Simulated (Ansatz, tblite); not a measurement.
**[SnH3]-: rung by rung**

How do method and basis change the picture of [SnH3]- (singlet)?

Program: Ansatz 0.2.0, Gaussian basis. Level of theory: as each input shows. These are calculated values, not measurements.

Plan: GFN1-xTB, GFN2-xTB, PBE-D4/def2-TZVPD, r2SCAN-D4/def2-TZVPD, r2SCANh-D4/def2-TZVPD, revPBE-D4/def2-TZVPD, HF/def2-TZVPD, B2PLYP/def2-TZVPD, PBE-QIDH/def2-TZVPD, BHLYP-D4/def2-TZVPD, r2SCAN0-D4/def2-TZVPD, PBE-D4/def2-SVPD, PBE0-D4/def2-SVPD, CCSD(T)/def2-TZVPPD, MP2/def2-TZVPD, RPA/def2-TZVPD.

3 further runs of the same task are left out: 3 set aside as unsound or not needed. Runs told in other sessions of the task aren't counted.

### 1 The geometry

The singlet was relaxed beforehand with PBE-D4/def2-TZVPD.

4 atoms, charge -1, spin multiplicity 1.

Bond lengths: Sn1–H2 1.818 Å, Sn1–H3 1.818 Å, Sn1–H4 1.818 Å. Angles: H2–Sn1–H3 91.8°, H2–Sn1–H4 91.8°, H3–Sn1–H4 91.8°.

Sn takes a core potential in the def2 sets. No spin-orbit coupling is included. The ion is computed in the gas phase, without counter-ions or solvent.

PBE0-D4/def2-TZVPD was run before; its log isn't repeated, and its numbers join the tables.

### 2 GFN1-xTB

Tight binding, by tblite at 300 K electronic temperature and without a spin-polarisation term:

```python
tblite.interface.Calculator('GFN1-xTB', numbers, positions, charge=-1, uhf=0).singlepoint()
```

Energy -117.1773 eV, HOMO -3.88 eV, LUMO 2.66 eV; 0.006 s.

### 3 GFN2-xTB

Tight binding, by tblite at 300 K electronic temperature and without a spin-polarisation term:

```python
tblite.interface.Calculator('GFN2-xTB', numbers, positions, charge=-1, uhf=0).singlepoint()
```

Energy -104.2681 eV, HOMO -3.84 eV, LUMO 2.15 eV; 0.001 s.

### 4 PBE-D4/def2-TZVPD

start.molden holds the orbitals of an earlier run on this state, given as this run's starting guess.

in.yaml

```yaml
crystal:
  periodic: [false, false, false]
  atoms:
    - {symbol: Sn, position_ang: [-0.005676, 0.005667, 0.761796]}
    - {symbol: H, position_ang: [1.508757, -0.031767, -0.242466]}
    - {symbol: H, position_ang: [-0.725597, 1.318018, -0.269175]}
    - {symbol: H, position_ang: [-0.777473, -1.291918, -0.250155]}
basis:
  gaussian: {orbitals: def2-TZVPD, initial_orbitals: start.molden}
total_charge: -1
hamiltonian: {xc: pbe, dispersion: d4}
scf: {omitted_lower_state_checks: [starts]}
output: {orbitals: {seedname: orbitals}}
```

Started as:

```sh
> ansatz run in.yaml --threads 4 --pin off --events-out ev --progress --plain --max-ram 3916MiB
```

The runs that follow: r2SCAN-D4/def2-TZVPD; r2SCANh-D4/def2-TZVPD; revPBE-D4/def2-TZVPD; HF/def2-TZVPD; B2PLYP/def2-TZVPD; PBE-QIDH/def2-TZVPD; BHLYP-D4/def2-TZVPD; r2SCAN0-D4/def2-TZVPD; PBE-D4/def2-SVPD; PBE0-D4/def2-SVPD; CCSD(T)/def2-TZVPPD; MP2/def2-TZVPD; RPA/def2-TZVPD.

**Question.** What will the summary of the whole plan be? Wanted: gap in def2-TZVPD, named functionals and Hartree-Fock, smallest and largest; correlation energy, CCSD(T)/def2-TZVPPD; correlation energy, MP2/def2-TZVPD; PBE0 total energy, smallest basis above largest.

The runs gave:

| quantity | value |
| --- | --- |
| gap in def2-TZVPD, named functionals and Hartree-Fock, smallest and largest | 3.18 eV (revPBE-D4), 7.94 eV (HF) |
| correlation energy, CCSD(T)/def2-TZVPPD | -10.40 eV |
| correlation energy, MP2/def2-TZVPD | -9.47 eV |
| PBE0 total energy, smallest basis above largest | 0.29 eV (def2-SVPD, def2-TZVPD) |

**Reading.** Orbital gaps of the named functionals and Hartree-Fock in def2-TZVPD span 3.18 eV (revPBE-D4) to 7.94 eV (HF); exact exchange widens it. PBE-D4, revPBE-D4, r2SCAN-D4 put the HOMO above zero; others here keep it below zero, so the sign hangs on the functional's self-interaction and doesn't show that the species is unbound.
